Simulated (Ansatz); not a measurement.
Born–Oppenheimer molecular dynamics of H2OSi2 (5 atoms, charge 0, multiplicity 1). It starts from a relaxed structure.

Theory: UKS PBE0-D4/def2-SVP (Ansatz 0.2.0).

```yaml
ensemble: NVE (velocity Verlet)
time_step: 0.5 fs
steps_asked: 150
starting_velocities_drawn_for: 1500 K
masses: H 2.014 u
seed: 115437
```

Frames 2.5 fs apart, positions in Å, forces in eV/Å.

Velocities at 0.0 fs (Å/ps):

```
O -11.56 -10.76 -4.55
Si -0.36 -1.26 -0.09
Si 7.87 6.55 1.67
H -2.69 34.17 9.94
H -10.21 -22.50 4.22
```

```xyz
5
Properties=species:S:1:pos:R:3:forces:R:3 time_fs=0.0 energy_less_start_eV=0.000 T=1500
O -1.682 -0.455 -0.497 0.01 0.00 0.00
Si -0.151 -0.917 -0.050 0.00 0.00 0.00
Si 1.258 0.871 0.380 0.02 -0.01 0.00
H -1.903 0.482 -0.558 -0.01 0.00 0.00
H 2.477 0.019 0.725 -0.01 0.01 0.00
5
Properties=species:S:1:pos:R:3:forces:R:3 time_fs=2.5 energy_less_start_eV=0.155 T=1106
O -1.711 -0.480 -0.508 -0.02 2.98 0.11
Si -0.152 -0.920 -0.050 -0.40 0.36 -0.13
Si 1.278 0.887 0.384 -0.09 -0.33 -0.03
H -1.905 0.547 -0.532 0.56 -3.11 0.06
H 2.451 -0.036 0.735 -0.05 0.10 -0.01
5
Properties=species:S:1:pos:R:3:forces:R:3 time_fs=5.0 energy_less_start_eV=0.163 T=1085
O -1.740 -0.494 -0.519 0.75 2.53 0.41
Si -0.154 -0.922 -0.051 -0.79 0.62 -0.25
Si 1.298 0.903 0.388 -0.19 -0.62 -0.05
H -1.893 0.528 -0.505 0.31 -2.73 -0.08
H 2.424 -0.089 0.746 -0.09 0.20 -0.03
5
Properties=species:S:1:pos:R:3:forces:R:3 time_fs=7.5 energy_less_start_eV=0.146 T=1124
O -1.766 -0.500 -0.529 1.86 -1.54 0.49
Si -0.158 -0.923 -0.052 -1.06 0.77 -0.35
Si 1.317 0.917 0.392 -0.30 -0.86 -0.07
H -1.873 0.436 -0.481 -0.40 1.35 -0.03
H 2.394 -0.136 0.755 -0.10 0.28 -0.03
5
Properties=species:S:1:pos:R:3:forces:R:3 time_fs=10.0 energy_less_start_eV=0.323 T=674
O -1.785 -0.512 -0.536 2.37 -4.38 0.30
Si -0.164 -0.922 -0.054 -1.11 0.84 -0.40
Si 1.335 0.929 0.396 -0.43 -1.01 -0.11
H -1.863 0.384 -0.456 -0.76 4.25 0.22
H 2.361 -0.174 0.763 -0.06 0.31 -0.02
5
Properties=species:S:1:pos:R:3:forces:R:3 time_fs=12.5 energy_less_start_eV=0.234 T=897
O -1.796 -0.537 -0.543 1.84 0.55 0.75
Si -0.172 -0.920 -0.056 -0.96 0.88 -0.38
Si 1.353 0.940 0.400 -0.59 -1.07 -0.15
H -1.874 0.435 -0.427 -0.31 -0.63 -0.23
H 2.327 -0.203 0.771 0.02 0.27 0.01
5
Properties=species:S:1:pos:R:3:forces:R:3 time_fs=15.0 energy_less_start_eV=0.391 T=497
O -1.799 -0.561 -0.546 1.33 3.12 1.03
Si -0.182 -0.916 -0.060 -0.68 0.87 -0.31
Si 1.369 0.948 0.403 -0.75 -1.06 -0.20
H -1.895 0.476 -0.404 -0.02 -3.12 -0.58
H 2.293 -0.224 0.779 0.13 0.19 0.05
5
Properties=species:S:1:pos:R:3:forces:R:3 time_fs=17.5 energy_less_start_eV=0.322 T=674
O -1.798 -0.574 -0.546 1.03 2.39 0.87
Si -0.194 -0.909 -0.064 -0.26 0.79 -0.20
Si 1.383 0.953 0.406 -0.91 -1.02 -0.26
H -1.917 0.432 -0.397 -0.08 -2.27 -0.50
H 2.263 -0.240 0.789 0.23 0.10 0.09
5
Properties=species:S:1:pos:R:3:forces:R:3 time_fs=20.0 energy_less_start_eV=0.292 T=749
O -1.792 -0.580 -0.543 1.26 -1.86 0.12
Si -0.206 -0.901 -0.069 0.27 0.65 -0.07
Si 1.396 0.957 0.408 -1.01 -0.98 -0.30
H -1.943 0.329 -0.404 -0.80 2.15 0.12
H 2.240 -0.253 0.801 0.28 0.03 0.12
5
Properties=species:S:1:pos:R:3:forces:R:3 time_fs=22.5 energy_less_start_eV=0.348 T=609
O -1.782 -0.591 -0.539 1.08 -3.15 -0.27
Si -0.217 -0.892 -0.073 0.94 0.54 0.12
Si 1.407 0.958 0.410 -1.05 -0.98 -0.31
H -1.994 0.283 -0.409 -1.25 3.56 0.33
H 2.224 -0.264 0.817 0.28 0.02 0.13
5
Properties=species:S:1:pos:R:3:forces:R:3 time_fs=25.0 energy_less_start_eV=0.274 T=795
O -1.769 -0.612 -0.536 -1.16 1.78 0.13
Si -0.227 -0.882 -0.078 1.75 0.47 0.37
Si 1.415 0.957 0.411 -1.02 -1.02 -0.28
H -2.075 0.327 -0.405 0.20 -1.31 -0.32
H 2.218 -0.275 0.837 0.23 0.08 0.10
5
Properties=species:S:1:pos:R:3:forces:R:3 time_fs=27.5 energy_less_start_eV=0.425 T=411
O -1.760 -0.628 -0.532 -2.70 3.57 0.11
Si -0.233 -0.870 -0.081 2.39 0.40 0.57
Si 1.421 0.955 0.411 -0.96 -1.07 -0.25
H -2.153 0.340 -0.410 1.12 -3.06 -0.49
H 2.218 -0.283 0.860 0.16 0.16 0.06
```

Of the whole run (75 fs, mean temperature of the second half 758 K): The conserved energy stayed within 0.65 meV per atom of its start (net change 0.48 meV per atom), so the integration is sound. The temperature averaged 0.51 of the 1500 K drawn at the start: a run that starts near a minimum puts about half its kinetic energy into the potential. A run of 0.075 ps of so small a system gives no equilibrium averages.

Time of the run: 2.7 min on 1 thread of AMD EPYC 9R45 96-Core Processor (Zen 5) (shared host), peak memory 0.17 GiB.
